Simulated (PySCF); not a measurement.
**Static response to an electric field**

Compound: 1,1-difluoroethane, C2H4F2.
Atom-mapped SMILES: `[CH3:1][CH:2]([F:3])[F:4]` (hydrogens: H5, H6, H7 on C1; H8 on C2)

Geometry (GFN2-xTB, Å), atoms numbered from 1 in this order:
```xyz
8
C2H4F2 angstrom
C     -0.7813   -0.1569    0.0059
C      0.7017    0.1345    0.0635
F      1.3994   -0.7581   -0.6828
F      0.9746    1.3553   -0.4617
H     -1.1167   -0.1130   -1.0275
H     -0.9720   -1.1483    0.4055
H     -1.3182    0.5834    0.5912
H      1.1216    0.1124    1.0814
```

Level: wB97X-D/def2-SVPD (PySCF), static field, nuclei fixed, core orbitals frozen in the response. The polarisability tensor in these axes (au):

```
x   29.95  0.32 -0.39
y    0.32 28.62  0.01
z   -0.39  0.01 27.71
```

**Question.** What are the eigenvalues, a third of the trace, and Δα (Δα² = ½Σ(αi − αj)² over the three pairs)?

**Answer.** Principal values 27.64, 28.56 and 30.09 au; mean 28.76 au = 4.26 Å³ = 4.74 × 10⁻⁴⁰ C²·m²/J; Δα = 2.14 au (7 % of the mean).

**Question.** What is the dipole moment, and where does it point?

**Answer.** (-1.66, -0.50, 1.57) D, 2.33 D in size, pointing from the negative to the positive side. Measured along this direction, the outermost atoms are F3 and F4 at the negative end and H7 and H6 at the positive end.

**Question.** Find the Langevin capture rate constant for NO+ (29.998 u) meeting this molecule (66.028 u), k = 2.342 × 10⁻⁹ cm³/s × √(α in Å³ / reduced mass in u).

**Answer.** The reduced mass is 20.63 u, so k = 1.06 × 10⁻⁹ cm³/s. The formula leaves out the permanent dipole, which adds to the capture rate.

**Question.** Directions of the eigenvectors, and the extent of the frame along each?

**Answer.** Largest value along (0.96, 0.21, -0.16), where the nuclei span 2.54 Å; middle along (-0.20, 0.98, 0.10), 2.17 Å; least along (0.18, -0.07, 0.98), 2.45 Å. 

**Question.** Estimate the molar refractivity from the static electronic polarisability.

**Answer.** Lorentz–Lorenz: R = (4π/3)N_A α = 2.5225 cm³/(mol·Å³) × 4.26 Å³ = 10.8 cm³/mol, in the limit of long wavelengths.

Geometry: GFN2-xTB; no solvent, vibrations or thermal averaging.
